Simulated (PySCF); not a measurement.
# Working out the ionisation energy of O

O [He] 2s2 2p4 (3P) → O⁺ [He] 2s2 2p3 (4S). Calculation: PySCF 2.14, in aug-cc-pwCVDZ (5s4p2d, 27 functions); no relativity, point nucleus. Frozen: 1s2. Energies in hartree (1 hartree = 27.21139 eV):

```json
{"part": "UHF", "O (lower)": "-74.796697", "O⁺ (upper)": "-74.353906"}
{"part": "CCSD correlation", "O (lower)": "-0.132790", "O⁺ (upper)": "-0.093418"}
{"part": "(T)", "O (lower)": "-0.001979", "O⁺ (upper)": "-0.000839"}
```

Question: What does Hartree-Fock give?

Answer: (-74.353906) − (-74.796697) = 0.442791 hartree = 12.049 eV.

Question: What do CCSD and CCSD(T) give?

Answer: The CCSD correlation energies differ by 0.039372 hartree = 1.071 eV and the triples by 0.001140 hartree = 0.031 eV, so CCSD gives 13.120 eV and CCSD(T) 13.151 eV.

Measured between the centres of the two terms (NIST): 13.608 eV, so CCSD(T) (valence) is off by -0.457 eV.

A double-zeta basis recovers only part of the correlation energy.

What remains against the reference includes basis incompleteness, the frozen core and higher excitations.
